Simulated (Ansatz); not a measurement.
# FMg: the cost of one run

Program: Ansatz 0.2.0. Level of theory: DFT unrestricted PBE0, Gaussian basis aug-cc-pCVTZ, and further levels as typed in the inputs. These are calculated values, not measurements.

### Step 1. The starting structure

Bond lengths: Mg1–F2 1.750 Å.

Structure file:

```xyz
2

Mg    0.0000    0.0000    0.0000
F     0.0000    0.0000    1.7500
```

### Step 2. Single point: FMg

File input.yaml:

```yaml
crystal:
  periodic: [false, false, false]
  atoms:
    - { symbol: Mg, position_ang: [0.0, 0.0, 0.0] }
    - { symbol: F, position_ang: [0.0, 0.0, 1.75] }
magnetization:
  spin_polarized: true
  initial_magnetization: 1
basis:
  gaussian: { orbitals: aug-cc-pCVTZ.json }
hamiltonian:
  xc: pbe0
output:
  orbitals: {}
```

Started as:

```sh
$ ansatz run input.yaml --threads 1 --pin off --max-ram 5120MiB --backend cpu --events-out ev --progress --plain --runs-dir out
```

Q: Estimate wall time and peak memory on 1 thread of Intel Xeon at 2.30GHz, shared host.

About 2.9 s, with a peak of 0.25 GiB.
